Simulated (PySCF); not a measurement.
```xyz
3

N     -0.0004     0.4257     0.0000
H      0.8044    -0.2120     0.0000
H     -0.8040    -0.2137     0.0000
```

Charge 0, multiplicity 2.

Q: Give the Mulliken and meta-Löwdin atomic charges from TPSSh-D3(BJ)/def2-TZVP // PBE0-D3(BJ)/def2-TZVP (PySCF 2.14.0).

A: 
```json
[
 {"atom": "N1", "Mulliken (e)": "-0.44", "meta-Löwdin (e)": "-0.43"},
 {"atom": "H2", "Mulliken (e)": "0.22", "meta-Löwdin (e)": "0.22"},
 {"atom": "H3", "Mulliken (e)": "0.22", "meta-Löwdin (e)": "0.22"}
]
```
